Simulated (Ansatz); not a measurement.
**How far each method lies from UCCSDTQ for HOP, quintet**

Geometry: that of the HOP, triplet, kept fixed. The singlet lies 6.6 eV lower here.

```yaml
atoms:
  - { symbol: O, position_ang: [0.0000, -0.1018, 1.0417] }
  - { symbol: P, position_ang: [0.0000, 0.0286, -0.5874] }
  - { symbol: H, position_ang: [0.0000, 0.7367, 1.5146] }
```

Basis cc-pVDZ; Ansatz 0.2.0. Correlated methods freeze the noble-gas cores, which leaves 12 electrons in 31 orbitals. R marks a restricted (for open shells ROHF) determinant, U an unrestricted one. Active spaces: valence = (12e, 9o) chosen from the atoms' valence shells.

Full CI isn't at hand for all of this; UCCSDTQ serves as the reference, and is uncertain by the last step of the cluster series or more. The frozen core follows each run's orbitals, which can shift R against U totals by a few meV.

The UHF ⟨S²⟩ is 6.013, the T1 diagnostic (RCCSD) is 0.0393 and the largest doubles amplitude (RCCSD) is 0.048. The T1 diagnostic (UCCSD) is 0.0347.

Task: From what is known of these methods and the diagnostics, rank them by the size of their error in total energy against UCCSDTQ in cc-pVDZ, smallest first (an estimate: the text doesn't fix the numbers).
A. RCCSD
B. UHF
C. RMP2
D. UCCSD(T)
E. RCCSDT(Q)

Result: E (0.0 kJ/mol), D (4.5 kJ/mol), A (24.1 kJ/mol), C (65.7 kJ/mol), B (716.1 kJ/mol).

All errors are against UCCSDTQ in cc-pVDZ. Below it: RCCSDT(Q). Within each family the higher level lies nearer, as is usual though not guaranteed.

Natural occupations of CASSCF (valence space) about the gap: 1.988 1.977 1.011 1.007 1.001 0.999 0.025; effectively unpaired electrons, Σ n²(2−n)², 4.00.
